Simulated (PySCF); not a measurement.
Compound: C5H10O.
Numbering: `[CH2:1]=[C:2]([CH3:3])[CH2:4][O:5][CH3:6]` (hydrogens: H7, H8 on C1; H9, H10, H11 on C3; H12, H13 on C4; H14, H15, H16 on C6)

The same species was optimised twice, with GFN2-xTB and with PBE0-D3(BJ)/def2-SVP (PySCF), and the same property calculations (PySCF, gas phase) were run on both structures.

```json
{"coordinate": "C1=C2 (Å)", "GFN2-xTB": "1.322", "PBE0-D3(BJ)/def2-SVP": "1.337", "change": "+0.015"}
{"coordinate": "C4–O5 (Å)", "GFN2-xTB": "1.414", "PBE0-D3(BJ)/def2-SVP": "1.400", "change": "-0.014"}
{"coordinate": "O5–C6 (Å)", "GFN2-xTB": "1.400", "PBE0-D3(BJ)/def2-SVP": "1.391", "change": "-0.009"}
{"coordinate": "C2–C4 (Å)", "GFN2-xTB": "1.506", "PBE0-D3(BJ)/def2-SVP": "1.502", "change": "-0.004"}
{"coordinate": "C2–C3 (Å)", "GFN2-xTB": "1.496", "PBE0-D3(BJ)/def2-SVP": "1.496", "change": "0.000"}
{"coordinate": "C1–C2–C4 (°)", "GFN2-xTB": "121.8", "PBE0-D3(BJ)/def2-SVP": "120.9", "change": "-0.9"}
{"coordinate": "C3–C2–C4 (°)", "GFN2-xTB": "114.7", "PBE0-D3(BJ)/def2-SVP": "115.6", "change": "+0.9"}
{"coordinate": "C2–C4–O5 (°)", "GFN2-xTB": "109.3", "PBE0-D3(BJ)/def2-SVP": "109.9", "change": "+0.6"}
{"coordinate": "C4–O5–C6 (°)", "GFN2-xTB": "112.9", "PBE0-D3(BJ)/def2-SVP": "113.3", "change": "+0.4"}
{"coordinate": "C1–C2–C3 (°)", "GFN2-xTB": "123.5", "PBE0-D3(BJ)/def2-SVP": "123.5", "change": "0.0"}
{"coordinate": "C1–C2–C4–O5 (°)", "GFN2-xTB": "-123", "PBE0-D3(BJ)/def2-SVP": "-132", "change": "-9"}
{"coordinate": "C2–C4–O5–C6 (°)", "GFN2-xTB": "180", "PBE0-D3(BJ)/def2-SVP": "-177", "change": "+3"}
```

Rotational constants: A = 7391, B = 2048, C = 1734 MHz (GFN2-xTB) against A = 7435, B = 2054, C = 1722 MHz (PBE0-D3(BJ)/def2-SVP). Point groups within 0.08 Å: C1 and C1.

On the GFN2-xTB structure: HOMO (eV) -7.28 [PBE0/pcSseg-1]; LUMO (eV) 0.44 [PBE0/pcSseg-1]; dipole (D) 1.23 [PBE0/pcSseg-1]; GIAO shielding of C1 (ppm) 68.6 [PBE0/pcSseg-1]; GIAO shielding of C2 (ppm) 33.6 [PBE0/pcSseg-1]; GIAO shielding of C3 (ppm) 164.0 [PBE0/pcSseg-1]; GIAO shielding of C4 (ppm) 104.5 [PBE0/pcSseg-1]; GIAO shielding of O5 (ppm) 307.5 [PBE0/pcSseg-1]; GIAO shielding of C6 (ppm) 125.7 [PBE0/pcSseg-1].

Question: What do these properties become on the PBE0-D3(BJ)/def2-SVP structure?

Answer: 
```csv
property,level,on GFN2-xTB,on PBE0-D3(BJ)/def2-SVP,change
HOMO (eV),PBE0/pcSseg-1,-7.28,-7.16,+0.12
LUMO (eV),PBE0/pcSseg-1,0.44,0.36,-0.08
dipole (D),PBE0/pcSseg-1,1.23,1.20,-0.03
"energy, GFN2-xTB geometry as zero (kcal/mol)",PBE0/pcSseg-1,0.0,-0.3,-0.3
GIAO shielding of C1 (ppm),PBE0/pcSseg-1,68.6,66.3,-2.3
GIAO shielding of C2 (ppm),PBE0/pcSseg-1,33.6,31.0,-2.6
GIAO shielding of C3 (ppm),PBE0/pcSseg-1,164.0,162.3,-1.7
GIAO shielding of C4 (ppm),PBE0/pcSseg-1,104.5,104.4,-0.1
GIAO shielding of O5 (ppm),PBE0/pcSseg-1,307.5,310.7,+3.2
GIAO shielding of C6 (ppm),PBE0/pcSseg-1,125.7,125.2,-0.5
```

The heavy atoms differ by 0.052 Å rms after alignment. Among bonds between heavy atoms C1=C2 and C4–O5 change most and about equally (-0.014 to +0.015 Å). Changes are differences of the printed values. Neither structure is proved a minimum here.

The values belong to the conformer `[CH2:1]=[C:2]([CH3:3])[CH2:4][O:5][CH3:6]`: C1–C2–C4–O5 -132°, C2–C4–O5–C6 -177°.
